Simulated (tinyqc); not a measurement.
Worked calculation: extended Hueckel theory, for LiF. One step of it, computed by the program tinyqc.

Task: Mulliken analysis. P = C n C^T; charge = valence electrons (F 7, Li 1) minus the sum of (P S)_ii on the atom; overlap population = 2 sum P_ij S_ij between two atoms.

coefficients:
```
               MO1        MO2       MO3        MO4        MO5        MO6        MO7        MO8
1Li 2s   -0.002321  -0.011920  0.000000   0.000000   0.877244   0.000000   0.000000   0.573325
1Li 2px   0.000000   0.000000  0.003289   0.006038   0.000000   0.985978  -0.209417   0.000000
1Li 2py   0.000000   0.000000  0.006038  -0.003289   0.000000   0.209417   0.985978   0.000000
1Li 2pz  -0.021775  -0.002321  0.000000   0.000000  -0.481896   0.000000   0.000000   0.994457
2F 2s     1.009160   0.003954  0.000000   0.000000  -0.046791   0.000000   0.000000  -0.532869
2F 2px    0.000000   0.000000  0.477882   0.877414   0.000000  -0.130616   0.027742   0.000000
2F 2py    0.000000   0.000000  0.877414  -0.477882   0.000000  -0.027742  -0.130616   0.000000
2F 2pz   -0.001872   0.998900  0.000000   0.000000   0.031597   0.000000   0.000000   0.129197
```

occupations: 2.000000  2.000000  2.000000  2.000000  0.000000  0.000000  0.000000  0.000000

overlap S, lower triangle:
```
            1Li 2s   1Li 2px   1Li 2py    1Li 2pz     2F 2s    2F 2px    2F 2py    2F 2pz
1Li 2s    1.000000
1Li 2px   0.000000  1.000000
1Li 2py   0.000000  0.000000  1.000000
1Li 2pz   0.000000  0.000000  0.000000   1.000000
2F 2s     0.263776  0.000000  0.000000   0.401464  1.000000
2F 2px    0.000000  0.125706  0.000000   0.000000  0.000000  1.000000
2F 2py    0.000000  0.000000  0.125706   0.000000  0.000000  0.000000  1.000000
2F 2pz   -0.070785  0.000000  0.000000  -0.082296  0.000000  0.000000  0.000000  1.000000
```

Give: charges; Overlap populations.

Result:

charges: 1Li 1.0120, 2F -1.0120

Overlap populations:
```
pair      value
2-1   -0.026794
```
